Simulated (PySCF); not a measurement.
Molecule: SMILES Fc1ccccc1, C6H5F.

Geometry:
```tsv
atom	x (Å)	y (Å)	z (Å)
F1	-2.235	-1.278	-0.121
C2	-1.117	-0.551	-0.129
C3	0.113	-1.200	-0.154
C4	1.277	-0.433	-0.162
C5	1.207	0.960	-0.146
C6	-0.038	1.588	-0.122
C7	-1.211	0.836	-0.113
H8	0.140	-2.291	-0.166
H9	2.248	-0.933	-0.181
H10	2.122	1.555	-0.153
H11	-0.100	2.679	-0.109
H12	-2.197	1.304	-0.094
```

Geometry PBE0-D3(BJ)/def2-SVP throughout; GIAO in PySCF 2.14.0 with density-fitted response routines, gas phase, one conformer, non-relativistic; equivalent atoms averaged; basis pcSseg-1.

(1) How do the absolute shieldings σ depend on the functional? (ppm; last column core-seconds on 1 thread of an Arm Neoverse V1, shared host; the GGAs took longer than the global hybrids here, which isn't the general rule, and the cause wasn't traced)

(2) Which nucleus moves most, in ppm?

Answers

(1) 
```csv
functional,kind,F1,C2,C4/C6,C5,C3/C7,H9/H11,H10,H8/H12,core-s
BLYP,GGA,263.6,3.6,41.8,48.4,56.4,24.17,24.40,24.49,19
KT3,GGA,270.5,23.2,59.0,65.3,72.6,24.19,24.43,24.50,20
B97-D,GGA,272.0,13.7,50.4,56.9,64.5,24.19,24.43,24.52,19
PBE0,global hybrid,286.9,13.8,48.7,55.7,63.6,23.81,24.04,24.12,12
mPW1PW91,global hybrid,287.8,12.9,47.8,54.8,62.6,23.88,24.11,24.18,11
WP04,global hybrid,290.6,0.5,37.3,43.2,51.1,24.44,24.62,24.68,11
B97-2,global hybrid,288.1,16.3,51.1,58.0,65.7,23.99,24.23,24.30,11
BHandHLYP,global hybrid,309.4,11.4,45.6,52.8,61.0,24.00,24.23,24.25,10
```

(2) F1 (aryl fluorine): from 263.6 ppm with BLYP to 309.4 ppm with BHandHLYP. The smallest spread is 0.56 ppm, at H8/H12. Proton shifts span only some 12 ppm, so a few tenths of a ppm matter as much there as several ppm in carbon.
